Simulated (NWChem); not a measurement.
**C2H6O (SMILES COC): levels of theory compared**

Wanted: a comparison of 6 runs (HF/STO-3G, B3LYP/cc-pVDZ, M06-2X/cc-pVDZ, PBE0/cc-pVDZ, SVWN5/cc-pVDZ, CCSD(T)/cc-pVDZ) of C2H6O. 

The results are computed with NWChem 7.3.0.

2 further runs of the same task are left out: 2 set aside as unsound or not needed. Runs told in other sessions of the task aren't counted.

### Step 1. The system as given

C2H6O: 9 atoms, total charge 0, spin state singlet. SMILES: `COC`. The shape is that of a PBE0-D4/def2-TZVP optimisation.

Bond lengths: C1–O2 1.399 Å, O2–C3 1.399 Å, C1–H4 1.100 Å, C1–H5 1.090 Å, C1–H6 1.100 Å, C3–H7 1.100 Å, C3–H8 1.090 Å, C3–H9 1.100 Å. Some angles: C1–O2–C3 112.1°, O2–C1–H4 111.6°, O2–C1–H5 107.7°, O2–C1–H6 111.6°, O2–C3–H7 111.6°, O2–C3–H8 107.7°, O2–C3–H9 111.6°, H4–C1–H5 108.9°, H4–C1–H6 108.2°, H5–C1–H6 108.9°.

### Step 2. Energy and forces at HF/STO-3G (run 1)

Input file c2h6o.nw:

```
start c2h6o
title "C2H6O"
memory stack 880 mb heap 220 mb global 1100 mb
charge 0

geometry units angstrom noautosym nocenter noautoz
   C    -0.413190    0.872670   -0.645330
   O     0.563380   -0.127830   -0.595980
   C     0.479050   -0.887610    0.575660
   H    -1.427650    0.449000   -0.618190
   H    -0.283130    1.417120   -1.580990
   H    -0.312930    1.577090    0.193180
   H    -0.493490   -1.394000    0.659910
   H     1.266920   -1.640470    0.540090
   H     0.621040   -0.265980    1.471640
end

basis spherical bse
   C library STO-3G
   O library STO-3G
   H library STO-3G
end

scf
   thresh 1e-08
   maxiter 80
   print medium
end

task scf gradient
```

Launch:

```
$ nwchem c2h6o.nw > c2h6o.out
```

Log:

```text
[...]
  functions       =    21
[...]
  wavefunction    = RHF
[...]
         Total SCF energy =   -152.131473012869
      One-electron energy =   -374.876638061215
      Two-electron energy =    138.389662273167
 Nuclear repulsion energy =     84.355502775178
        Time for solution =      1.2s
[...]
                         RHF ENERGY GRADIENTS
    atom               coordinates                        gradient
                 x          y          z           x          y          z
   1 C      -0.780816   1.649107  -1.219497    0.022369  -0.016198  -0.008204
   2 O       1.064634  -0.241564  -1.126239   -0.029975   0.006800   0.031712
   3 C       0.905273  -1.677340   1.087840    0.009627   0.008941  -0.025645
   4 H      -2.697867   0.848487  -1.168210   -0.001403  -0.003848   0.000546
   5 H      -0.535038   2.677968  -2.987638    0.000632  -0.001232   0.000843
   6 H      -0.591352   2.980268   0.365057    0.002433   0.000035   0.003336
   7 H      -0.932561  -2.634278   1.247049   -0.003452   0.000196  -0.002260
   8 H       2.394132  -3.100039   1.020622   -0.000614   0.001226  -0.000862
   9 H       1.173595  -0.502629   2.780996    0.000383   0.004079   0.000535
[...]
```

Run time: 2.1 s. Hardware: 1 thread of Intel Xeon Platinum 8259CL at 2.50GHz (Skylake/Cascade Lake), shared host; peak memory 0.1 GiB.

### Step 3. Energy and forces at B3LYP/cc-pVDZ (run 2)

Input file mymol.nw:

```
start mymol
memory 2200 mb
geometry units angstrom noautosym nocenter noautoz
 C    -0.413190    0.872670   -0.645330
 O     0.563380   -0.127830   -0.595980
 C     0.479050   -0.887610    0.575660
 H    -1.427650    0.449000   -0.618190
 H    -0.283130    1.417120   -1.580990
 H    -0.312930    1.577090    0.193180
 H    -0.493490   -1.394000    0.659910
 H     1.266920   -1.640470    0.540090
 H     0.621040   -0.265980    1.471640
end
basis spherical bse
 C library cc-pVDZ
 O library cc-pVDZ
 H library cc-pVDZ
end
dft
 xc b3lyp
 grid xfine
 convergence energy 1e-08
 maxiter 100
 mulliken
 noprint "final vectors analysis"
end
task dft gradient
```

Launch:

```
$ nwchem mymol.nw > mymol.out
```

Log:

```text
[...]
          Wavefunction type:  closed shell.
          No. of atoms     :     9
          No. of electrons :    26
[...]
          Charge           :     0
          Spin multiplicity:     1
[...]
          AO basis - number of functions:    72
[...]
              XC Information
              --------------
                         B3LYP Method XC Potential
                     Hartree-Fock (Exact) Exchange  0.200
                        Slater Exchange Functional  0.800 local
                    Becke 1988 Exchange Functional  0.720 non-local
              Lee-Yang-Parr Correlation Functional  0.810
                  VWN I RPA Correlation Functional  0.190 local
[...]
 d= 0,ls=0.0,diis     1   -154.9871429692 -2.39D+02  1.02D-02  3.70D-01     6.2
[...]
 d= 0,ls=0.0,diis     8   -155.0288653581 -1.84D-09  7.48D-07  5.42D-09    47.1
         Total DFT energy =     -155.028865358108
      One electron energy =     -376.679784384056
           Coulomb energy =      159.006311203688
    Exchange-Corr. energy =      -21.710894952919
 Nuclear repulsion energy =       84.355502775178
[...]
      Total Density - Mulliken Population Analysis
     ---------------------------------------------
    Atom       Charge   Shell Charges
 -----------   ------   -------------------------------------------------------
    1 C    6     5.87   2.01  0.67  0.34  2.07  0.68  0.09
    2 O    8     8.31   2.01  0.84  0.91  2.88  1.66  0.02
    3 C    6     5.87   2.01  0.67  0.34  2.07  0.68  0.09
    4 H    1     1.00   0.76  0.22  0.03
    5 H    1     0.98   0.76  0.19  0.03
    6 H    1     1.00   0.76  0.22  0.03
    7 H    1     1.00   0.76  0.22  0.03
    8 H    1     0.98   0.76  0.19  0.03
    9 H    1     1.00   0.76  0.22  0.03
[...]
  wavefunction    = closed shell
                         DFT ENERGY GRADIENTS
    atom               coordinates                        gradient
                 x          y          z           x          y          z
   1 C      -0.780816   1.649107  -1.219497   -0.000962   0.000848   0.000146
   2 O       1.064634  -0.241564  -1.126239   -0.005797   0.001316   0.006134
   3 C       0.905273  -1.677340   1.087840   -0.000243  -0.000572   0.001128
   4 H      -2.697867   0.848487  -1.168210    0.006768   0.001637  -0.000238
   5 H      -0.535038   2.677968  -2.987638   -0.000585  -0.003426   0.005566
   6 H      -0.591352   2.980268   0.365057    0.000306  -0.004902  -0.004944
   7 H      -0.932561  -2.634278   1.247049    0.005819   0.003511  -0.001537
   8 H       2.394132  -3.100039   1.020622   -0.004663   0.004616  -0.000014
   9 H       1.173595  -0.502629   2.780996   -0.000643  -0.003027  -0.006241
[...]
```

It took 61 s on 1 thread of Intel Xeon Platinum 8259CL at 2.50GHz (Skylake/Cascade Lake), shared host; peak memory 0.14 GiB.

Runs 3 to 5 aren't shown in full; the table further down has their settings and results.

### Step 4. The energy at CCSD(T)/cc-pVDZ (run 6)

Input file mymol.nw:

```
start mymol
title "C2H6O energy"
memory 2200 mb
geometry units angstroms noautosym nocenter noautoz
 C       -0.413190       0.872670      -0.645330
 O        0.563380      -0.127830      -0.595980
 C        0.479050      -0.887610       0.575660
 H       -1.427650       0.449000      -0.618190
 H       -0.283130       1.417120      -1.580990
 H       -0.312930       1.577090       0.193180
 H       -0.493490      -1.394000       0.659910
 H        1.266920      -1.640470       0.540090
 H        0.621040      -0.265980       1.471640
end
basis spherical bse
 * library cc-pVDZ
end
scf
 thresh 1e-08
 maxiter 80
end
ccsd
 freeze core 3
 maxiter 60
end
task ccsd(t) energy
```

Launch:

```
$ nwchem mymol.nw > mymol.out
```

Log:

```text
[...]
  functions       =    72
[...]
  wavefunction    = RHF
[...]
         Total SCF energy =   -154.076190868261
      One-electron energy =   -376.408734389209
      Two-electron energy =    137.977040745770
 Nuclear repulsion energy =     84.355502775178
        Time for solution =     29.5s
[...]
 Total MP2 energy:           -154.554211806783371
[...]
             energy      energy      error      ampl     ampl      Block
                                                time     time      time
[...]
 Total CCSD energy:           -154.593348449401645
[...]
 Total CCSD+T(CCSD) energy:           -154.606707027180050
[...]
 Total CCSD(T) energy:                -154.606152272719754
[...]
```

Run time: 2.5 min. Hardware: 1 thread of Intel Xeon Platinum 8259CL at 2.50GHz (Skylake/Cascade Lake), shared host; peak memory 0.18 GiB.

### Step 5. Overview of the runs

```csv
run,level,iteration cap,module,energy (Eh),dipole moment (D) of the reference,HOMO energy (eV),LUMO energy (eV),wall time
1,HF/STO-3G,80,scf,-152.131473,1.26,-9.09,15.73,2.1 s
2,B3LYP/cc-pVDZ,100,dft,-155.028865,1.13,–,–,61 s
3,M06-2X/cc-pVDZ,100,dft,-154.952783,1.23,-8.75,2.85,99 s
4,PBE0/cc-pVDZ,100,dft,-154.846273,1.17,-7.16,2.05,71 s
5,SVWN5/cc-pVDZ,100,dft,-153.711977,1.06,–,–,35 s
6,CCSD(T)/cc-pVDZ,80,ccsd(t),-154.606152,–,-11.37,5.01,2.5 min
```

### Step 6. Outcome

```
                                          quantity          value
                               run 6: total energy  -154.60615 Eh
        run 6: HOMO energy (Hartree–Fock orbitals)      -11.37 eV
        run 6: LUMO energy (Hartree–Fock orbitals)        5.01 eV
      run 6: HOMO–LUMO gap (Hartree–Fock orbitals)       16.39 eV
run 6: correlation energy (3 core orbitals frozen)     -530.0 mEh
                             run 6: (T) correction     -12.80 mEh
```

**Reading.** Over runs 1, 2, 3, 4, 5 the dipole moment (its size) runs from 1.06 D (SVWN5/cc-pVDZ) to 1.26 D (HF/STO-3G). The two ends differ in method and basis. Over runs 1, 3, 4 the HOMO–LUMO gap runs from 9.21 eV (PBE0/cc-pVDZ) to 24.82 eV (HF/STO-3G). Totals of different functionals can't be ranked against each other. In run 1 the basis is minimal, so the values are rough. All runs together took 6.9 min, the longest 2.5 min.
